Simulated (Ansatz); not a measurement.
**SiH₃+ (quintet): the correlation ladder, cc-pVTZ**

An exercise on one series of results from a longer session: the logs are not shown, and one member is left open.

Computed with Ansatz 0.2.0, Gaussian basis. Level: cc-pVTZ, core rule «outside noble gas», up to 5 orbitals frozen.

The runs, in order: UHF; CCSD(T) on ROHF; CCSD(T) on UHF; BCCD(T) on ROHF; CCSDT(Q) on ROHF; CCSDT(Q) on UHF.

15 further runs of the same task are left out: 2 for a known fault of the program, 3 that didn't finish, 10 set aside as unsound or not needed.

## The geometry

The geometry is a PBE0/def2-TZVP stationary point (not a proven minimum) of the parent state, kept for this charge and spin.

4 atoms, charge 1, spin multiplicity 5.

Atoms are counted from 1 here; the program's logs count them from 0.

Bond lengths: Si1–H2 1.492 Å, Si1–H3 1.694 Å, Si1–H4 1.694 Å. Angles: H2–Si1–H3 105.3°, H2–Si1–H4 105.3°, H3–Si1–H4 30.1°.

Coordinates:

```xyz
4

Si    0.0000    0.0677   -0.0787
H     0.0000   -1.2255   -0.8234
H     0.4393   -0.3298    1.5083
H    -0.4393   -0.3298    1.5083
```

The first run:

Input file in.yaml:

```yaml
crystal:
  periodic: [false, false, false]
  atoms:
    - {symbol: Si, position_ang: [0.000000, 0.067650, -0.078712]}
    - {symbol: H, position_ang: [0.000000, -1.225497, -0.823444]}
    - {symbol: H, position_ang: [0.439321, -0.329762, 1.508342]}
    - {symbol: H, position_ang: [-0.439321, -0.329762, 1.508342]}
basis:
  gaussian: {orbitals: cc-pVTZ}
total_charge: 1
magnetization: {spin_polarized: true, initial_magnetization: 4}
hamiltonian: {xc: hf}
output: {orbitals: {seedname: orbitals}}
```

On the command line:

```console
> ansatz run in.yaml --threads 1 --pin off --events-out ev --progress --plain --max-ram 2393MiB
```

Steps of the session up to this table: UHF; CCSD(T) on ROHF; CCSD(T) on UHF; BCCD(T) on ROHF; CCSDT(Q) on ROHF; CCSDT(Q) on UHF.

One table of the session follows, with a row left open; its other results are not shown here.

```
   method  from UCCSDT(Q) (meV)
     ROHF               +2589.1
      UHF               +2522.0
     RMP2                +658.9
     UMP2                +660.9
    RCCSD                +112.3
    UCCSD                +108.1
 RCCSD(T)                 +33.8
 UCCSD(T)                     ?
  BCCD(T)                 +31.5
   RCCSDT                  +5.9
   UCCSDT                  +2.9
RCCSDT(Q)                  +3.2
UCCSDT(Q)                     0
```

Estimate the missing values for UCCSD(T).

**Answer.** from UCCSDT(Q) (meV): +31.1. In the column «from UCCSDT(Q) (meV)» it lies between RCCSDT (+5.9) and BCCD(T) (+31.5).

Limits of these values: Restricted and unrestricted rows rest on different reference determinants; where their highest levels disagree by more than a few hundredths of an eV, they describe different states and don't form one ladder.
